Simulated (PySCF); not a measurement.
Reaction (SMILES): COC + 2 [H][H] (H2) → 2 C (CH4) + O (H2O)
B3LYP-D3(BJ)/def2-TZVP geometries, fixed; electronic energies without zero-point terms.
Largest species:
```xyz
9

C      0.0048     1.1709    -0.2006
O      0.0068     0.0028     0.5882
C     -0.0092    -1.1727    -0.1892
H      0.0177     2.0231     0.4773
H      0.8882     1.2176    -0.8515
H     -0.8928     1.2283    -0.8310
H     -0.0065    -2.0184     0.4970
H     -0.9074    -1.2256    -0.8191
H      0.8735    -1.2363    -0.8396
```
Charge 0, spin multiplicity 1.

Effect of the atomic grid (radial, angular points) at wB97M-V/def2-SVP with PySCF, against the last row, where the energy of full hydrogenation is -49.68 kcal/mol.

```csv
setting,"grid points, largest species",largest shift of a total energy (mEh),shift of the energy of full hydrogenation (kcal/mol)
"atom_grid: 30, 110, unpruned",29704,0.170,-0.190
"atom_grid: 50, 194, unpruned",87304,0.048,-0.058
"atom_grid: 75, 302, unpruned",203856,-0.001,0.000
"atom_grid: 99, 590, unpruned",525696,0.000,0.000
"atom_grid: 150, 974, unpruned",1314904,0.000,0.000
```

Within 0.1 kcal/mol in the energy of full hydrogenation: atom_grid: 50, 194, unpruned; atom_grid: 75, 302, unpruned; atom_grid: 99, 590, unpruned. The largest shift is 0.170 mEh in a total energy and 0.190 kcal/mol in the difference.
